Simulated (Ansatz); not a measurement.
Wavefunction ladder for `[CH3][Al][Cl]` radical

Cartesian coordinates in Å:
```
C 0.035 0.587 0.380
Al -0.376 -1.315 0.114
Cl 0.004 -2.137 -1.806
H 0.430 1.020 -0.542
H 0.771 0.711 1.179
H -0.865 1.134 0.675
```

The species carries charge 0 and has multiplicity 2. All single points use the PBE0-D4/def2-TZVP geometry. Frozen core, unrestricted reference, Ansatz 0.2.0. CBS rows extrapolate triple and quadruple zeta; past MP2 they add the triple-zeta difference.

```tsv
basis	HF (Eh)	MP2 corr.
def2-SVP	-740.83069	-0.32105
def2-TZVPP	-741.11872	-0.42212
def2-QZVPP	-741.14045	-0.45802
```

Q: Estimate the CCSD correlation energy and the (T) correction in each basis where they were run (hartree).

A: 
```
     basis  CCSD corr.       (T)
  def2-SVP    -0.35559  -0.00880
def2-TZVPP    -0.45813  -0.01849
 CBS(def2)    -0.52062     as TZ
```
